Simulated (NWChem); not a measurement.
Species: C₄H₈ cation, doublet; SMILES of the neutral closed-shell parent C=C(C)C

```xyz
12

C     -0.6715     1.2654     0.0440
C      0.0638     0.0001     0.0015
C     -0.6557    -1.2738    -0.0461
C      1.4870     0.0095     0.0056
H     -1.6723     1.1609     0.4883
H     -0.8503     1.5456    -1.0210
H     -0.1060     2.0946     0.4915
H     -0.8715    -1.5384     1.0159
H     -0.0694    -2.1037    -0.4637
H     -1.6428    -1.1842    -0.5242
H      2.0547    -0.9270     0.0179
H      2.0424     0.9535    -0.0035
```
Atoms are numbered in this order, from 1.

All runs: NWChem. Pople sets run with spherical d functions. Spin-unrestricted. All runs use the structure optimised with PBE0/def2-SVP, spin-unrestricted. Not confirmed as a minimum by frequencies. The spin multiplicity was typed, not searched, and may not be the lowest. No stability test was run on the SCF state. Atomic charges in e: unrestrained fits to the electrostatic potential beside Mulliken populations; buried atoms are poorly determined by the fit.

For level B3LYP/def2-SVP:

- Mulliken C1 = 0.06
- ESP C2 = 0.43
- Mulliken C2 = -0.18
- Mulliken C3 = 0.06
- ESP C4 = -0.06
- Mulliken C4 = 0.15

**Question.** What are these values for level UHF/6-31G*?

**Answer.** The Mulliken C1 is -0.61 and the ESP C2 is 0.60. The Mulliken C2 is 0.27 and the Mulliken C3 is -0.62. The ESP C4 comes out as -0.16 and the Mulliken C4 is -0.28.
